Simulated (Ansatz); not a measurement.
C₂H₄O₂, SMILES `O=CCO`: measurement beside calculation (Ansatz, PBE0-D4/def2-TZVP geometry).

```xyz
8

O     0.372    0.022   -1.684
C    -0.076   -0.581   -0.745
C    -0.127    0.019    0.625
O     0.393    1.305    0.652
H    -0.473   -1.610   -0.852
H    -1.177   -0.001    0.958
H     0.421   -0.654    1.303
H     0.667    1.500   -0.257
```

Measured: 2.34 ± 0.01 D (total dipole moment of the internally hydrogen-bonded monomer, microwave spectroscopy (earlier work)). Source: Molecular Recognition in Glycolaldehyde, the Simplest Sugar: Two Isolated Hydrogen Bonds Win Over One Cooperative Pair, 2012 (pmc:3922484).

| functional (def2-TZVPP) | dipole (D) | error (D) |
| --- | --- | --- |
| PBE | 2.21 | -0.13 |
| r2SCAN | 2.31 | -0.03 |
| B3LYP | 2.39 | 0.05 |
| ωB97M-V | 2.41 | 0.07 |

The measured dipole is a vibrational average; the computed one belongs to the fixed geometry.

Measured: 3549 cm⁻¹ (O-H stretching fundamental of the internally hydrogen-bonded monomer (M4), supersonic jet FTIR); 195 ± 30 cm⁻¹ (nu18 (A''), hydrogen-bonded ring puckering mode, microwave estimate (earlier work)); 260 ± 40 cm⁻¹ (nu12 (A'), hydrogen-bond breathing mode, microwave estimate (earlier work)); 313 cm⁻¹ (nu17 (A''), mode closest to hydrogen-bond libration, microwave estimate (earlier work)). Source: Molecular Recognition in Glycolaldehyde, the Simplest Sugar: Two Isolated Hydrogen Bonds Win Over One Cooperative Pair, 2012 (pmc:3922484).

Harmonic PBE0-D4 wavenumbers (cm⁻¹, unscaled): 225, 289, 424, 716, 774, 887, 1107, 1160, 1250, 1306, 1388, 1439, 1468, 1827, 2951, 2992, 3008, 3727. Fundamentals include anharmonicity and usually lie a few per cent under these; harmonic values from spectra compare directly.

B3LYP here is the variant with VWN-RPA as its local correlation; programs differ in this.
